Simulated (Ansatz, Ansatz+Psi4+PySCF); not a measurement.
| atom | x (Å) | y (Å) | z (Å) |
| --- | --- | --- | --- |
| C | -0.0098 | -0.4102 | -0.0535 |
| O | -0.0017 | -0.3926 | 1.1441 |
| N | -0.0041 | 0.6814 | -0.8453 |
| H | 0.0070 | -1.3582 | -0.6472 |
| H | 0.0098 | 0.5952 | -1.8611 |
| H | -0.0077 | 1.6074 | -0.4321 |

Basis set: cc-pVTZ (spherical functions). Correlated methods keep 3 orbitals frozen. Charge 0, multiplicity 1.

Computed with Ansatz (development build ahead of 0.2.0); each method stands on the lowest determinant of its kind that the runs found. Restricted open shells among the atoms or ions are ROHF, correlated in semicanonical orbitals with singles.

(1) Give the atomization energy at this shape (free ground-state atoms in the same class of orbitals less the molecule, no zero-point energy) of singlet CH3NO by RHF-MP2, RHF.

Answers

(1)

```tsv
method	atomization energy
RHF-MP2	561.76 kcal/mol
RHF	384.01 kcal/mol
```
